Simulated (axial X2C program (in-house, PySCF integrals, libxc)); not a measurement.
## CF⁻ at several levels of theory

Computed with an in-house all-electron X2C program for linear molecules (integrals from PySCF). Spin-free means the one-electron spin-free X2C Hamiltonian; two-component (2c) means X2C with spin–orbit coupling and atomic mean-field two-electron Coulomb and Gaunt terms, so the difference of the two also holds small scalar two-electron terms. Basis: F dyall-av3z [7s6p3d2f], C dyall-av3z [8s7p3d2f] (cores contracted in-house); Gaussian nuclei, density fitting, unrestricted open shells. Masses: F 18.998 u, C 12.000 u.

The run was started with this input:
```json
{"zs": [9, 6], "q": -1, "bas": ["dyall-av3z", "dyall-av3z"], "levels": ["PBE0", "HF", "BHandHLYP"], "cc": true, "r0": 1.39, "thr": -2.0, "nmax": 90, "npts": 10, "nst": 2, "ntry": 6}
```
```bash
python so2c.py task.json out
```

Keys: zs atomic numbers; q charge; bas basis sets; levels methods; cc coupled cluster on or off; r0 starting distance in Å; thr threshold in hartree for freezing inner shells (an s shell follows its p shell); nmax most natural virtual spinors; npts points on the curve; nst determinants followed; ntry starts of the search. HF also brings MP2.

State, spin-free: M_S = 1, Λ = 0 (beyond evenly filled blocks: π+α, π-α); electrons by block: σα: 5, σβ: 5, π+α: 2, π+β: 1, π-α: 2, π-β: 1. Fragments: F- + C.

State, 2c: Ω = 1 (⟨Sz⟩ = 1.00, ⟨Lz⟩ = 0.00 at PBE0); electrons by block: 1/2: 6, -1/2: 7, 3/2: 2, -3/2: 1. Fragments: F- + C.

```csv
Hamiltonian,level,Re (Å),ωe (cm⁻¹),Be (cm⁻¹),αe (cm⁻¹),De (eV),k (mdyn/Å),μ (D)
spin-free,CCSD,1.434,809.7,1.114,0.0201,2.60,2.84,n/a
spin-free,CCSD(T),1.442,786.5,1.103,0.02,2.63,2.68,n/a
2c,PBE0,1.408,846.6,1.157,0.0203,3.16,3.11,-3.89
2c,HF,1.427,822.9,1.126,0.0228,2.15,2.93,-3.20
2c,MP2,1.439,797.6,1.107,0.019,2.60,2.76,n/a
2c,BHandHLYP,1.413,835.4,1.147,0.0213,2.74,3.02,-3.53
```

Spin-free values that have a 2c row agree with it to the digits that matter (0.001 Å, 0.01 eV) and are not repeated.

Correlated methods: 12 electrons correlated (number of frozen shells: F 1 s; C 1 s), 198 virtual spin orbitals or spinors in MP2.

Dipoles are positive if C is the positive end and refer to the centre of mass.

Occupations by symmetry block were frozen at the best pattern of an incomplete PBE0 search. De is counted from the lowest determinant-based energies of the atoms at the same level, without counterpoise correction. Density functionals use the spin component along the axis (collinear). CCSD and (T) use frozen natural virtuals with an MP2 correction for the truncation; (T) itself is uncorrected, so its De runs slightly low. The 2c atoms are single determinants rather than J levels; their spin–orbit lowering is only partly caught, and De is too large by that part. This holds for PBE0, MP2, BHandHLYP. PBE0 can misorder states that lie within some tenths of an eV, so this need not be the ground state of the molecule. The nearest other spin-free determinant of the search, M_S = 0, Λ = 2, lies 0.99 eV up at the distance of the search. Without a current term, density functionals place determinants with orbital angular momentum somewhat too high. With several unpaired electrons one determinant need not be a pure state. Open-shell Ω = 0 determinants with evenly filled partner blocks cannot be reached by this program, so the Ω shown need not be the lowest component. This is the Ω = 1 component of a π² triplet; the 0⁺ component is not one determinant and can lie lowest. The highest occupied level of some functionals is positive through self-interaction error; at Hartree–Fock it is bound. Hartree–Fock gets electron affinities wrong, so its lowest charge split need not be the true one.

No reliable constants came from CCSD (2c), CCSD(T) (2c): no minimum in range, unconverged points, a curve that is not smooth, a change of character along it, or the two Hamiltonians disagreeing along it.

Rough cost a point (2c) on 1 thread(s) of a shared host, integrals apart: PBE0 0.4 s, HF 0.16 s, BHandHLYP 0.4 s.

The whole task took 83 s on 1 thread of Arm Neoverse V2 (shared host).
